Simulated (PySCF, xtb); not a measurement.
Bonds broken one at a time in the series In Cl-NH2. Gas-phase values, no solvent. One relaxed conformer stands for each flexible species; it need not be the lowest. Strings in code marks are SMILES.

Quantity: homolytic bond dissociation enthalpy at 298 K (no spin–orbit term), in kcal/mol. Thermal and zero-point terms are GFN2-xTB rigid-rotor harmonic values (xtb).

Level 1: PBE-D3(BJ)/def2-TZVP // CAM-B3LYP-D3(BJ)/def2-TZVP (PySCF)
Level 2: B3LYP/6-311+G** (LANL2DZ on In) // CAM-B3LYP-D3(BJ)/def2-TZVP (PySCF)
Level 3: BP86/6-31G* (LANL2DZ on In) // CAM-B3LYP-D3(BJ)/def2-TZVP (PySCF)
Level 4: PBE/6-31G* (LANL2DZ on In) // CAM-B3LYP-D3(BJ)/def2-TZVP (PySCF)

| species | level 1 | level 2 | level 3 | level 4 |
|---|---|---|---|---|
| N–In bond of `[NH2][In]([NH2])[NH2]`, giving `[NH2]` and `[NH2][In][NH2]` | 67.2 | 74.1 | 72.1 | 72.4 |
| N–In bond of `[NH2][In]([NH2])[Cl]`, giving `[NH2]` and `[NH2][In][Cl]` | 67.0 | 72.5 | 72.6 | 72.8 |
| In–Cl bond of `[NH2][In]([NH2])[Cl]`, giving `[Cl]` and `[NH2][In][NH2]` | 91.5 | 92.9 | 94.1 | 94.2 |
| In–Cl bond of `[NH2][In]([Cl])[Cl]`, giving `[Cl]` and `[NH2][In][Cl]` | 87.3 | 87.1 | 89.0 | 89.1 |
| N–In bond of `[NH2][In]([Cl])[Cl]`, giving `[Cl][In][Cl]` and `[NH2]` | 66.1 | 70.2 | 72.2 | 72.5 |
